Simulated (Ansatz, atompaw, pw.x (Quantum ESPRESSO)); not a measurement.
## From atom to crystal: PAW (atompaw) potential for Nd (Z = 60)

neodymium (Nd), PAW, made with atompaw 4.2.0.5 (LDA (PW92), scalar-relativistic). Core [Kr] 4d10, reference 4f4 5s2 5p6 5d0 6s1.75 6p0.25. Waves: 5s (bound); 6s (bound); 5p (bound); 6p (bound); 5d (bound, empty); 5d channel at 2.3 Ry; 4f (bound); 4f channel at 0.09 Ry. Local part: bessel scheme, radius 2.60 bohr. Core correction: smooth core density matched at 2.80 bohr. Augmentation charge: besselshape compensation charge, radius 3.00 bohr; PAW radius 3.00 bohr; waves and projectors: bloechl.

Atomic tests: cutoffs needed: 25 Ry and 35 Ry (the cutoffs (Ry, on a coarse ladder) from which the occupation-weighted sum of valence levels, in a spherical-Bessel basis at the reference potential, stays within 10 and 1 mRy of its value at 400 Ry); ghost test: no extra level below or beside the all-electron valence levels (s, p, d, f tested) (spherical-Bessel basis up to 400 Ry, 20 bohr box); lowest eigenvalue of the overlap operator: 0.42 (s channel).

Crystal test: diamond Nd in pw.x 7.5, no spin, 8³ k-points, Fermi–Dirac smearing 0.01 Ry, cutoffs 45/450 Ry. The lattice is a test structure that the element need not adopt, and mesh and smearing are coarse. Spin polarisation and strong correlation are left out, which matters for this element.

pw.x input:

```
&control
  calculation='scf', prefix='x', pseudo_dir='./', outdir='./tmp', tstress=.true., disk_io='none'
/
&system
  ibrav=0, nat=2, ntyp=1, ecutwfc=45, ecutrho=450, nbnd=23,
  occupations='smearing', smearing='fd', degauss=0.01
/
&electrons
  conv_thr=1e-09, mixing_beta=0.4, electron_maxstep=70
/
ATOMIC_SPECIES
Nd 1.0 Nd.UPF
CELL_PARAMETERS angstrom
  0.00000000 2.81295022 2.81295022
  2.81295022 0.00000000 2.81295022
  2.81295022 2.81295022 0.00000000
ATOMIC_POSITIONS crystal
Nd 0.0000 0.0000 0.0000
Nd 0.2500 0.2500 0.2500
K_POINTS automatic
8 8 8 0 0 0
```

```bash
pw.x < Nd.scf.in > Nd.scf.out
```

Task: How does the run end?

Result: It converges; the pressure is 8.93 GPa against -0.02 GPa from all-electron LAPW. The largest radius (3.00 bohr) exceeds half the bond length (2.30 bohr), so the spheres overlap, which is one possible source of error among others. This is a poor potential for the solid. The log shows:

```
     Exchange-correlation= SLA PW NOGX NOGC
     number of k points=    29  Fermi-Dirac smearing, width (Ry)=  0.0100
     iteration #  1     ecut=    45.00 Ry     beta= 0.40
     total energy              =   -1045.85134701 Ry
     estimated scf accuracy    <       1.09528013 Ry
     iteration #  2     ecut=    45.00 Ry     beta= 0.40
     total energy              =   -1046.30393104 Ry
     estimated scf accuracy    <       3.14043236 Ry
     iteration #  3     ecut=    45.00 Ry     beta= 0.40
     total energy              =   -1047.09701566 Ry
     estimated scf accuracy    <       0.02260672 Ry
     iteration #  4     ecut=    45.00 Ry     beta= 0.40
     total energy              =   -1047.09246462 Ry
     estimated scf accuracy    <       0.04778823 Ry
     [... 7 iterations left out ...]
     iteration # 12     ecut=    45.00 Ry     beta= 0.40
     total energy              =   -1047.11038948 Ry
     estimated scf accuracy    <       0.00000122 Ry
     iteration # 13     ecut=    45.00 Ry     beta= 0.40
     total energy              =   -1047.11039025 Ry
     estimated scf accuracy    <       0.00000033 Ry
     iteration # 14     ecut=    45.00 Ry     beta= 0.40
     total energy              =   -1047.11039040 Ry
     estimated scf accuracy    <          2.7E-09 Ry
     iteration # 15     ecut=    45.00 Ry     beta= 0.40
     the Fermi energy is    17.5129 ev
!    total energy              =   -1047.11039041 Ry
     estimated scf accuracy    <          8.3E-11 Ry
     smearing contrib. (-TS)   =      -0.04527487 Ry
     The total energy is F=E-TS. E is the sum of the following terms:
     one-electron contribution =     -35.74454813 Ry
     hartree contribution      =      44.64011726 Ry
     xc contribution           =     -28.21836347 Ry
     ewald contribution        =    -198.62131434 Ry
     one-center paw contrib.   =    -829.12100686 Ry
     convergence has been achieved in  15 iterations
          total   stress  (Ry/bohr**3)                   (kbar)     P=       89.25
     Message from routine punch:
     Nothing written, as per user request (disk_io='none')
```
